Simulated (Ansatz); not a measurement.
# ClFH4Si: the cost of one run

Computed with Ansatz 0.2.0, Gaussian basis. Level: B3LYP-D4/def2-SVP.

### 1 Starting geometry

The start, a first-order saddle point found at PBE0-D4 in triple zeta: 7 atoms, charge 0, spin multiplicity 1.

Atoms are counted from 1 here; the program's logs count them from 0.

Bond lengths: Si1–H3 1.488 Å, Si1–H4 1.473 Å, Si1–Cl5 2.046 Å, Si1–H7 1.688 Å, F2–H6 1.179 Å. Angles: H3–Si1–H4 106.5°, H3–Si1–Cl5 100.2°, H3–Si1–H7 84.7°, H4–Si1–Cl5 117.8°, H4–Si1–H7 114.4°, Cl5–Si1–H7 123.3°.

Geometry (Å):

```xyz
7
ClFH4Si
Si   -0.26271   -0.25638   -0.23296
F     0.39885    0.34972    1.47605
H    -0.26476   -0.31728   -1.71941
H    -0.13566   -1.64444    0.24368
Cl   -2.03960    0.70455    0.09361
H     1.09767    0.61110    0.56321
H     1.20612    0.55272   -0.42419
```

### 2 The run

The input, md/in.yaml:

```yaml
crystal:
  periodic: [false, false, false]
  atoms:
    - {symbol: Si, position_ang: [-0.262713, -0.256379, -0.232962]}
    - {symbol: F, position_ang: [0.398850, 0.349724, 1.476052]}
    - {symbol: H, position_ang: [-0.264759, -0.317283, -1.719411]}
    - {symbol: H, position_ang: [-0.135660, -1.644439, 0.243681]}
    - {symbol: Cl, position_ang: [-2.039603, 0.704550, 0.093612]}
    - {symbol: H, position_ang: [1.097669, 0.611104, 0.563214]}
    - {symbol: H, position_ang: [1.206117, 0.552724, -0.424186]}
basis:
  gaussian: {orbitals: def2-SVP}
hamiltonian: {xc: {name: B3LYP}, dispersion: d4}
md: {n_steps: 80, timestep: 0.25, temperature: 1500, ensemble: nvt_nose_hoover, seed: 602, initial_velocities: maxwell_boltzmann}
```

On the command line:

```
$ ansatz run in.yaml --threads 2 --pin off --events-out ev --progress --plain --max-ram 4352MiB
```

**Question.** How long does this run take on 2 threads of Arm Neoverse V1, shared host?

About 87 s.
